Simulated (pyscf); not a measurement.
Four-centre exchange: `[OH][Si]([OH])([OH])[F]` + `[OH2]` → `[OH][Si]([OH])([OH])[F]` + `[OH2]`

Gas phase, singlet surface, charge 0. Bonds broken: O1–H10, H6–O9. Bonds formed: O1–H6, O9–H10. PySCF, gas phase, ωB97X-D3(BJ)/def2-SVP geometries.

Transition state (Å):

```xyz
11

O      0.0152     1.2703    -0.0712
Si    -0.9583     0.0971    -0.5593
O     -0.2627    -1.3694    -0.8701
O     -1.9589     0.4594    -1.8144
F     -1.9706    -0.1244     0.7566
H     -0.8015     2.1979     0.8959
H      0.6593    -1.4474    -0.6064
H     -2.1314    -0.2617    -2.4276
O     -0.7864     1.9684     1.9308
H     -0.0365     1.3630     1.4978
H     -1.5174     1.3097     1.9635
```

One imaginary mode, 1270i cm⁻¹; descent along it reached the two sides named, in the forms told below.

```
bond    change  reactant side (Å)  saddle  product side
------  ------  -----------------  ------  ------------
O1–H10  breaks              0.975   1.573           3.2
H6–O9   breaks              0.971   1.060         1.796
O1–H6    forms                2.9   1.569         0.981
O9–H10   forms              1.992   1.057         0.965
```

Electronic energies relative to the separated reactants (kcal/mol):

```tsv
level	barrier	reaction energy	reverse barrier
ωB97X-D3(BJ)/def2-TZVP	36.8	0.0	36.8
PBE/def2-TZVP	30.4	0.0	30.4
r²SCAN/def2-TZVP	32.7	0.0	32.7
B3LYP-D3(BJ)/def2-TZVP	35.3	0.0	35.3
PBE0-D3(BJ)/def2-TZVP	34.0	0.0	34.0
M06-2X/def2-TZVP	36.4	0.0	36.4
ωB97M-D3(BJ)/def2-TZVP	35.8	0.0	35.8
HF/def2-TZVP	55.8	0.0	55.8
```

With ωB97M-D3(BJ)/def2-TZVP energies and thermal terms (ideal gas, 1 atm, RRHO with modes under 100 cm⁻¹ raised to 100, one conformer, R ln 2 for chiral ones without a mode under 150 cm⁻¹), in kcal/mol:

| T (K) | ΔH‡ | ΔG‡ | ΔH | ΔG |
|---|---|---|---|---|
| 298 | 35.8 | 46.6 | 0.0 | 0.0 |
| 600 | 35.3 | 57.7 | 0.0 | 0.0 |
| 900 | 35.5 | 68.9 | 0.0 | 0.0 |
| 1200 | 36.0 | 80.0 | 0.0 | 0.0 |

On the reactant side the descent ends in a bound adduct (not fully relaxed), 9.3 kcal/mol under the separated species and 46.1 kcal/mol under the saddle at ωB97X-D3(BJ)/def2-TZVP. On the product side the descent ends in a bound adduct, 8.2 kcal/mol under the separated species and 45.0 kcal/mol under the saddle at ωB97X-D3(BJ)/def2-TZVP. This is the saddle that the search found; another between the same sides may lie lower.
